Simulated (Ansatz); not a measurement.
**[Br···H···Br], doublet: the ladder up to UCCSDT(Q)**

Geometry: a point of a hydrogen-transfer path between rigid fragments, not a stationary point.

```xyz
3

Br    0.0000    0.0000   -1.7693
H     0.0000    0.0000   -0.2313
Br    0.0000    0.0000    2.0007
```

Basis cc-pVTZ; Ansatz 0.2.0. Only valence electrons are correlated (noble-gas cores and the filled d shells of p-block atoms frozen), which leaves 15 electrons in 72 orbitals. R marks a restricted (for open shells ROHF) determinant, U an unrestricted one. Active spaces: valence = (15e, 9o) chosen from the atoms' valence shells; pair = (3e, 3o) about the gap. No spin–orbit coupling is included, and no scalar relativity.

Full CI isn't at hand for all of this; UCCSDT(Q) serves as the reference, and is uncertain by about the last step of the cluster series. The frozen core follows each run's orbitals, which can shift R against U totals by a few meV for light atoms and by up to 0.1 eV past Ca.

* UHF ⟨S²⟩: 0.759
* T1 diagnostic (RCCSD): 0.0108
* largest doubles amplitude (RCCSD): 0.057
* T1 diagnostic (UCCSD): 0.0073

```json
{"level": "UHF", "E − E(RHF) (eV)": "-0.1339"}
{"level": "UMP2", "E − E(RHF) (eV)": "-8.6824"}
{"level": "UCCSD", "E − E(RHF) (eV)": "-9.6939"}
{"level": "UCCSD(T)", "E − E(RHF) (eV)": "-10.0198"}
```

**Question.** Estimate how far UCCSDT(Q) in cc-pVTZ lies from UCCSD(T). The table doesn't fix it; the size of (T) and the diagnostics are the guide.

**Answer.** UCCSDT(Q) in cc-pVTZ lies 40 meV below UCCSD(T), which is 12 % of the (T) step (-326 meV). The diagnostics are small and one determinant leads, so the series closes fast and only a small part of (T) is left.

The other levels:

```tsv
level	E − E(UCCSDT(Q)) (meV)	share of correlation (%)	wall time
UCCSDT	12	99.88	–
```

The correlation energy at UCCSDT(Q), counted from RHF, is -10.060 eV. That run took 49 s on 2 threads of AMD EPYC 7R13 with a shared H100 80 GB, shared host.

Run but not shown, since their state or frozen core can't be matched to the reference's or they repeat it: RHF, RMP2, RCCSD, RCCSD(T), BCCD(T), RCCSDT, RCCSDT(Q), CASSCF (pair space), NEVPT2 (pair space), MRCISD (pair space), MRCISD+Q (pair space), CASSCF (valence space), NEVPT2 (valence space), MRCISD (valence space), MRCISD+Q (valence space).

Times hold each run's SCF and search for its determinant on a shared host, so for small cases they say little of a method's own cost; they ran on 1 thread of AMD EPYC 7R13.

Natural occupations of CASSCF (valence space) about the gap: 2.000 1.999 1.999 1.965 1.000 0.036; effectively unpaired electrons, Σ n²(2−n)², 1.01.
